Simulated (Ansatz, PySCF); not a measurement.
disilane cation (H₆Si₂), SMILES [SiH3][SiH3] (connectivity only; charge and spin as stated), charge +1, multiplicity 2. Atoms are numbered in the order given.

```xyz
8

Si     0.0000     0.0000    -1.3860
Si     0.0000     0.0000     1.3860
H     -1.2601    -0.7316    -1.5869
H      1.2636    -0.7255    -1.5869
H     -0.0036     1.4571    -1.5870
H     -1.2601     0.7316     1.5869
H      1.2636     0.7255     1.5869
H     -0.0036    -1.4571     1.5870
```
Charge +1, spin multiplicity 2.

Geometry: B3LYP-D3(BJ)/def2-TZVP. The multiplicity is an assumed one; other spin states were not compared.

Two levels are set side by side: PBE-D3(BJ)/def2-TZVP (Ansatz, an electronic-structure program) and B3LYP-D3(BJ)/def2-TZVP (Ansatz). Each level has its own optimised geometry; the coordinates shown are those of the second. Frequencies come from the Hessian of PySCF at each geometry. Differences are taken from unrounded values.

```
quantity                            B3LYP-D3(BJ)
----------------------------------  ------------
mean bond length (Å)                       1.471
bond Si1–H3 (Å)                            1.471
bond Si1–H4 (Å)                            1.471
bond Si1–H5 (Å)                            1.471
bond Si2–H6 (Å)                            1.471
bond Si2–H7 (Å)                            1.471
bond Si2–H8 (Å)                            1.471
highest harmonic wavenumber (cm⁻¹)          2307
mean harmonic wavenumber (cm⁻¹)             1131
zero-point energy (kcal/mol)               29.12
```

Problem. What does PBE-D3(BJ) give, and how far is it from B3LYP-D3(BJ)? (The exact figures need the calculation; the answer reports its results.)

Solution. 
| quantity | PBE-D3(BJ) | PBE-D3(BJ) minus B3LYP-D3(BJ) |
|---|---|---|
| mean bond length (Å) | 1.486 | 0.015 |
| bond Si1–H3 (Å) | 1.486 | 0.015 |
| bond Si1–H4 (Å) | 1.486 | 0.015 |
| bond Si1–H5 (Å) | 1.486 | 0.015 |
| bond Si2–H6 (Å) | 1.486 | 0.015 |
| bond Si2–H7 (Å) | 1.486 | 0.015 |
| bond Si2–H8 (Å) | 1.486 | 0.015 |
| highest harmonic wavenumber (cm⁻¹) | 2241 | -66 |
| mean harmonic wavenumber (cm⁻¹) | 1087 | -45 |
| zero-point energy (kcal/mol) | 27.96 | -1.15 |

Exact exchange shortens and stiffens bonds; PBE has none. Differences between two approximate levels are no errors against the true value.
